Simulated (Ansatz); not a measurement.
A calculation with Ansatz (development build ahead of 0.2.0).

```yaml
crystal:
  periodic: [false, false, false]
  atoms:
    - { symbol: C, position_ang: [-0.1689, 0.9515, 0.3547] }
    - { symbol: C, position_ang: [-0.9585, -0.1258, 0.3537] }
    - { symbol: C, position_ang: [0.1689, -0.9515, -0.3547] }
    - { symbol: C, position_ang: [0.9585, 0.1258, -0.3537] }
    - { symbol: H, position_ang: [-0.2659, 1.9807, 0.7034] }
    - { symbol: H, position_ang: [-1.9695, -0.3435, 0.7012] }
    - { symbol: H, position_ang: [0.2659, -1.9807, -0.7034] }
    - { symbol: H, position_ang: [1.9695, 0.3435, -0.7012] }
basis:
  gaussian: { orbitals: def2-SVP }
magnetization:
  spin_polarized: true
  initial_magnetization: 2
hamiltonian:
  xc: hf
correlation:
  method: mp2
  frozen_orbitals: { C: 1, H: 0 }
output:
  forces: true
```

The input is written out in the form of the current development build from the run's settings.

Results

```json
{
 "Converged": "yes",
 "Reference energy": "-153.49518 hartree",
 "Correlation energy": "-0.50065 hartree",
 "Total energy": "-153.99583 hartree",
 "Spin squared of the determinant": "2.015",
 "Stability test": "minimum"
}
```

Forces (eV/Å):
| atom | Fx | Fy | Fz |
| --- | --- | --- | --- |
| C1 | -0.540 | -10.195 | -2.840 |
| C2 | 9.560 | 3.588 | -2.828 |
| C3 | -16.697 | -13.728 | 2.698 |
| C4 | 8.063 | 20.052 | 2.728 |
| H5 | 0.018 | 0.080 | 0.017 |
| H6 | -0.070 | -0.041 | 0.017 |
| H7 | -0.148 | 0.147 | 0.104 |
| H8 | -0.185 | 0.097 | 0.105 |

Caution: another spin multiplicity may lie lower; MP2 forces lie far from those of the mean fields; the determinant breaks the point group.
